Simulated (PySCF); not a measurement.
Predicted microwave data (PBE0/def2-SVPD in PySCF (dipole) on a GFN2-xTB geometry, gas phase) for one isomer of C4H7N:

* Rotational constants: A = 17401, B = 2398, C = 2328 MHz
* Dipole components: |μa| = 0.63 D, |μb| = 0.11 D, |μc| = 0.79 D
* Inertial defect: -22.65 u·Å²
* κ: -0.99

Problem. Which structure is it? (One computed conformer of each.)
A. `[CH2:1]=[C:2]=[CH:3][CH2:4][NH2:5]` with C2–C3–C4–N5 -112°, C3–C4–N5–H 61° and -57°
B. `[H]/[N:5]=[CH:4]\[CH2:3][CH:2]=[CH2:1]` with C1–C2–C3–C4 105°, C2–C3–C4–N5 118°
C. `[CH2:1]=[CH:2][C@H:3]1[CH2:4][NH:5]1` with C1–C2–C3–C4 -41°
D. `[CH2:1]=[CH:2]/[N:3]=[CH:4]\[CH3:5]` with C1–C2–N3–C4 62°
E. `CC(C)C#N` (isobutyronitrile)

Solution. A. It is C=C=CCN, a near-prolate asymmetric top, point group C1. The candidates at the same level (rigid rotor, commonest isotopes):

```csv
SMILES,A (MHz),B (MHz),C (MHz),μa (D),μb (D),μc (D),Δ (u·Å²),point group,rotor
C=C/N=C\C,10142,3830,3042,1.32,1.28,0.33,-15.67,C1,asymmetric top
CC(C)C#N,7997,4082,2976,4.05,0.00,0.72,-17.19,Cs,asymmetric top
[H]/N=C\CC=C,18563,2514,2475,1.86,1.32,0.12,-24.02,C1,near-prolate asymmetric top
C=C[C@H]1CN1,11684,3911,3682,0.99,0.19,0.95,-35.23,C1,near-prolate asymmetric top
C=C=CCN,17401,2398,2328,0.63,0.11,0.79,-22.65,C1,near-prolate asymmetric top
```

`C=C[C@H]1CN1` has B 63 % too high; `CC(C)C#N` has B 70 % too high; `[H]/N=C\CC=C` has A 7 % too high; `C=C/N=C\C` has B 60 % too high. No structure here is proved a minimum.
